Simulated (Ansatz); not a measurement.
Process, species as SMILES: [C-]#[S+] (C-S) → CS+ (doublet, bonded as [S+]#[C-]) + e-
B3LYP-D3(BJ)/def2-TZVP geometries, fixed; electronic energies without zero-point terms.

Basis-set convergence of the adiabatic ionisation energy at HF with Ansatz (an electronic-structure program). Cartesian d functions, on some or all atoms, in 6-311G**; all else is spherical. The T1 diagnostic of CCSD is high for at least one species. An unrestricted Hartree-Fock determinant is markedly spin-contaminated. Open shells are unrestricted. No added dispersion term, no relativity. Functions are those of the species that has most. Reference: the value in pcseg-4, 9.849 eV, itself unsure by roughly 0.007 eV (its mean distance from aug-pcseg-3, aug-cc-pV(Q+d)Z, cc-pV(5+d)Z). Deviations are taken from unrounded values.

| basis | functions | adiabatic ionisation energy (eV) | minus reference (eV) |
|---|---|---|---|
| pcseg-0 | 22 | 10.353 | 0.504 |
| def2-SVP | 32 | 9.949 | 0.100 |
| 6-311G** | 45 | 9.935 | 0.086 |
| aug-pcseg-1 | 50 | 10.038 | 0.189 |
| pcseg-2 | 64 | 9.883 | 0.035 |
| def2-TZVP | 68 | 9.866 | 0.018 |
| cc-pV(T+d)Z | 69 | 9.865 | 0.017 |
| def2-TZVPP | 73 | 9.866 | 0.017 |
| def2-TZVPD | 83 | 9.868 | 0.019 |
| 6-311++G(3df,3pd) | 86 | 9.893 | 0.045 |
| def2-TZVPPD | 88 | 9.867 | 0.018 |
| aug-cc-pV(T+d)Z | 101 | 9.878 | 0.029 |
| cc-pV(Q+d)Z | 119 | 9.853 | 0.004 |
